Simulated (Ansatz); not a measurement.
HBN, quartet: breathe scan

Starting geometry (PBE0/def2-TZVP stationary point for this spin, not checked as a minimum):

```xyz
3

B     0.0000   -0.1852    0.7730
N     0.0000    0.0874   -0.7050
H     0.0000    0.7718    1.5065
```

From there all distances are scaled together; atoms are numbered as listed. Energies are in kJ/mol, counted from the starting geometry at the same level. Kohn–Sham curves are unrestricted where that lies lower.

Basis 6-31G; Ansatz 0.2.0. Correlated methods freeze the noble-gas cores. Prefix R: restricted or restricted open-shell reference; prefix U: unrestricted. Active spaces: valence = (9e, 9o) chosen from the atoms' valence shells.

Unrestricted rows (U, and Kohn–Sham where it breaks symmetry) aren't spin-pure: their determinants' ⟨S²⟩ exceeds S(S+1) by up to 0.94, so they mix in states of higher spin. Runs in a small pair space aren't shown, since their orbitals change along the scan.

Full CI is exact within this basis and frozen core; it isn't the basis-set limit. The frozen core follows each run's orbitals, which can shift R against U totals by a few meV.

| scale of all distances | full CI | curve A | curve B | curve C | curve D |
| --- | --- | --- | --- | --- | --- |
| 0.885 | 113.0 | 95.5 | 100.4 | 113.0 | 107.0 |
| 1.000 | 0.0 | 0.0 | 0.0 | 0.0 | 0.0 |
| 1.100 | 12.1 | 28.9 | 21.8 | 12.1 | 20.1 |
| 1.313 | 141.7 | 179.7 | 176.3 | 141.8 | 188.4 |
| 1.514 | 252.4 | 276.0 | 314.9 | 253.2 | 312.4 |
| 1.771 | 328.7 | 333.4 | 425.9 | 329.3 | 405.3 |
| 2.018 | 376.3 | 351.4 | 483.0 | 376.4 | 433.9 |
| 2.378 | 421.5 | 361.5 | 519.9 | 421.2 | 450.9 |

The curves come from B2PLYP, NEVPT4(SD) (valence space), UHF, UMP2. Compare each with full CI and say which is which.

A: UHF, B: B2PLYP, C: NEVPT4(SD) (valence space), D: UMP2. Spread of the error against full CI, over the points where both stand: A 98.0, B 119.3, C 1.1, D 82.6 kJ/mol. B2PLYP at 2.378 lies 98.4 kJ/mol (23 %) above the reference in this basis.

In so small a basis the reference is far from its limit. A double hybrid takes much of its correlation from a semilocal functional, which needs less basis, so its difference from the reference holds the reference's basis and frozen-core error beside its own. The set has no polarisation functions, which weighs most on the reference.
